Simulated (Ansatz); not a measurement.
Single points on Si(OH)2H2 (SiO₂H₄).

```yaml
crystal:
  periodic: [false, false, false]
  atoms:
    - {symbol: Si, position_ang: [-0.240417, 0.188523, -0.305795]}
    - {symbol: O, position_ang: [-0.538685, 0.472336, 1.303008]}
    - {symbol: H, position_ang: [-0.759778, -0.298083, 1.846445]}
    - {symbol: O, position_ang: [1.368087, 0.060735, -0.685087]}
    - {symbol: H, position_ang: [1.826032, -0.748392, -0.412351]}
    - {symbol: H, position_ang: [-0.696312, 1.391841, -1.045339]}
    - {symbol: H, position_ang: [-0.958926, -1.066959, -0.700882]}
basis:
  gaussian: {orbitals: def2-TZVP, initial_orbitals: start.molden}
hamiltonian: {xc: pbe0, dispersion: d4}
output: {orbitals: {seedname: orbitals}}
```

The file start.molden holds the orbitals of an earlier run on this structure, at another level or in another basis.

```sh
$ ansatz run in.yaml --threads 2 --pin off --events-out ev --progress --plain --max-ram 4352MiB
```

It prints (some lines left out):

```
Functional definition: PBE0
746 factors; their error is unknown
mean field evaluation 1: about -12033.5207 eV, gradient 9.5e0 eV
mean field evaluation 2: about -12033.6070 eV, gradient 1.2e-1 eV
mean field evaluation 4: about -12033.6477 eV, gradient 3.3e-4 eV
mean field evaluation 8: about -12026.0770 eV, gradient 7.0e1 eV
mean field evaluation 16: about -12033.6477 eV, gradient 2.4e-1 eV
mean field -12033.64771752 eV, -442.2283969194 hartree, gradient 6.6e-6 eV, S^2 0.000000; 1 other end points of the search recorded, 0 dependent functions left out
reference -12033.64774336 eV, -442.2283978691 hartree; 17, 17 occupied and 106, 106 virtual orbitals, 746 factors
Total energy: -12033.72494730 eV, -442.2312350616 hartree
```

Hardware: 2 threads of Intel Xeon on a shared host. Wall time 2.2 s.

The first input with `hamiltonian: {xc: {name: BHLYP}, dispersion: d4}`, `scf: {omitted_lower_state_checks: [starts]}` (abridged; 2 s):

```
Functional definition: BHLYP
mean field -12039.50011815 eV, -442.4434686759 hartree, gradient 7.4e-6 eV, S^2 0.000000
Total energy: -12039.60987456 eV, -442.4475021494 hartree
Checks for a lower state left out: starts
```

As the first input, with `hamiltonian: {xc: hf}`, `scf: {omitted_lower_state_checks: [starts]}` (abridged; 1.1 s):

```
Functional definition: HF
mean field -12004.70351220 eV, -441.1647169931 hartree, gradient 1.6e-5 eV, S^2 0.000000
Total energy: -12004.70351220 eV, -441.1647169931 hartree
Checks for a lower state left out: starts
```

First input, but with `gaussian: {orbitals: def2-TZVPP, initial_orbitals: start.molden}`, `correlation: {method: ccsd_t}`, `scf: {omitted_lower_state_checks: [starts]}` and without the key `hamiltonian` (abridged; 24 s):

```
Functional definition: HF
mean field -12004.80576899 eV, -441.1684748609 hartree, gradient 8.9e-6 eV, S^2 0.000000
7 core orbitals not correlated: weight in the atoms' cores, before any rotation towards them, 1.000 or more for the frozen orbitals, at most 0.000 for the correlated occupied ones
second order -16.65826364 eV of doubles, -0.00000000 eV of singles
cycle   1  -16.71726149 eV  change   -5.9e-2 eV  update   8.4e-2
cycle   2  -17.10149965 eV  change   -3.8e-1 eV  update   2.4e-2
cycle   3  -17.19117048 eV  change   -9.0e-2 eV  update   1.2e-2
cycle   4  -17.17968421 eV  change    1.1e-2 eV  update   2.6e-3
cycle   5  -17.17967595 eV  change    8.3e-6 eV  update   1.3e-3
cycle   6  -17.18020700 eV  change   -5.3e-4 eV  update   3.3e-4
cycle   7  -17.18003538 eV  change    1.7e-4 eV  update   1.3e-4
cycle   8  -17.17999317 eV  change    4.2e-5 eV  update   3.4e-5
cycle   9  -17.17999651 eV  change   -3.3e-6 eV  update   1.2e-5
perturbative correction -0.57006944 eV, -0.0209496654 hartree
Total energy: -12022.55583494 eV, -441.8207777530 hartree
Checks for a lower state left out: starts
```

The first input with `hamiltonian: {xc: {name: CAM-B3LYP}, dispersion: d4}`, `scf: {omitted_lower_state_checks: [starts]}` (abridged; 2.2 s):

```
Functional definition: CAM-B3LYP
mean field -12040.43408468 eV, -442.4777913126 hartree, gradient 7.5e-5 eV, S^2 0.000000
Total energy: -12040.51130184 eV, -442.4806289910 hartree
Checks for a lower state left out: starts
```

As the first input, with `hamiltonian: {xc: {name: revPBE}, dispersion: d4}`, `scf: {omitted_lower_state_checks: [starts]}` (abridged; 1.3 s):

```
Functional definition: revPBE
mean field -12038.30457894 eV, -442.3995334202 hartree, gradient 1.2e-5 eV, S^2 0.000000
Total energy: -12038.61538155 eV, -442.4109552056 hartree
Checks for a lower state left out: starts
```

As the first input, with `hamiltonian: {xc: {name: BLYP}, dispersion: d4}`, `scf: {omitted_lower_state_checks: [starts]}` (abridged; 1.3 s):

```
Functional definition: BLYP
mean field -12040.63615469 eV, -442.4852172486 hartree, gradient 2.6e-5 eV, S^2 0.000000
Total energy: -12040.84837454 eV, -442.4930161841 hartree
Checks for a lower state left out: starts
```

Geometry: PBE-D4/def2-TZVP.

Correlated methods freeze 7 core orbitals.
